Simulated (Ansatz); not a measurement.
Energy needed to pull apart C2H2F2 (SMILES FC=CF), closed shell, into free ground-state atoms, from the structure below (displaced at random from a GFN2-xTB minimum); no zero-point or spin–orbit terms; open-shell atoms are treated unrestricted, in their ground-state multiplicity.

```csv
atom,x (Å),y (Å),z (Å)
F1,-0.9993,-0.0180,-1.4569
C2,0.0499,0.0480,-0.6679
C3,-0.0354,-0.0382,0.6324
F4,1.0146,0.0162,1.4456
H5,0.9950,0.0803,-1.1313
H6,-0.9858,-0.1509,1.2442
```

Computed with Ansatz 0.2.0 (basis: def2-TZVPP); correlated methods freeze the cores.

```tsv
method	atomization energy (eV)
PBE-D4	25.95
r2SCAN-D4	24.95
B97M-V	24.83
PBE0-D4	25.03
BHLYP-D4	?
wB97M-V	24.90
HF	17.27
MP2	?
CCSD	23.58
CCSD(T)	24.08
```

Q: What does BHLYP-D4 give? (To be estimated.)

A: Computed: 23.58 eV, which is about 0.50 eV less than CCSD(T)/def2-TZVPP.

Q: What does MP2 give? (Judge from chemistry; the value comes from the calculation.)

A: By the calculation: 24.90 eV, which is about 0.83 eV more than CCSD(T)/def2-TZVPP.

In triple zeta the MP2 and coupled-cluster atomization energies are still short of their basis limit by a few kcal/mol a bond, whereas those of the functionals are nearly converged, so these differences are not deviations from converged CCSD(T).

The T1 diagnostic stays at or below 0.013.

For scale, one of the runs: CCSD(T)/def2-TZVPP forces, 152 basis functions (an equivalent command: `ansatz run in.yaml --threads 4`). Time: 2.2 min of wall clock on 4 CPU threads; the host was shared. Peak host memory: 2.1 GiB.
